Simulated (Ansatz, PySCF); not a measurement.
Molecule: beryllium hydride, BeH (charge 0, doublet). SMILES: [BeH]
Geometry: optimised at B3LYP-D3(BJ)/def2-TZVP (Ansatz, a quantum-chemistry and plane-wave program).
Unstable Hartree-Fock reference: Be atom.

Wanted: enthalpy of formation at 298 K (from the atomisation energy, B3LYP-D3(BJ)/def2-TZVP harmonic zero-point and thermal terms from PySCF, and the atoms' enthalpies of formation in the G2/97 table; no spin-orbit terms, and no core term in the frozen-core levels), in kJ/mol. Valence correlation only, unless marked. UHF or UKS for open shells. No spin-orbit coupling. No relativistic terms. CBS(X,Y): correlation extrapolated as X^-3; Hartree-Fock from the larger set. [CCSD(T)-MP2]/basis is that difference in the basis named.

| level | program | enthalpy of formation at 298 K (kJ/mol) | minus last row |
|---|---|---|---|
| HF/def2-SVPD | Ansatz | 336.0 | -3.5 |
| PBE-D3(BJ)/def2-TZVPD | Ansatz + dftd3 | 320.4 | -19.1 |
| PBE0/def2-SVP | Ansatz | 316.7 | -22.8 |
| PBE0-D4/def2-TZVPD | Ansatz + dftd4 | 319.1 | -20.4 |
| PBE0/def2-QZVPP | Ansatz | 317.2 | -22.3 |
| wB97X-V/def2-TZVPD | Ansatz | 323.7 | -15.8 |
| B2GP-PLYP-D3(BJ)/def2-TZVPD | Ansatz + dftd3 | 324.4 | -15.1 |
| B2GP-PLYP/def2-TZVPD | Ansatz | 324.9 | -14.6 |
| RPA@PBE/def2-TZVPP | Ansatz | 356.2 | 16.7 |
| MP2/CBS(def2-TZVPPD,def2-QZVPPD) | Ansatz | 321.8 | -17.7 |
| SCS-MP2/6-31G* | Ansatz | 355.1 | 15.6 |
| SCS-MP2/def2-SVP | Ansatz | 334.9 | -4.6 |
| CCSD/def2-SVPD | Ansatz | 358.4 | 18.9 |
| RI-MP2/CBS(def2-TZVPPD,def2-QZVPPD)+[CCSD(T)-MP2]/def2-TZVPPD | Ansatz | 343.6 | 4.1 |
| CCSD(T)/CBS(def2-TZVPPD,def2-QZVPPD) | Ansatz | 339.5 | 0.0 |
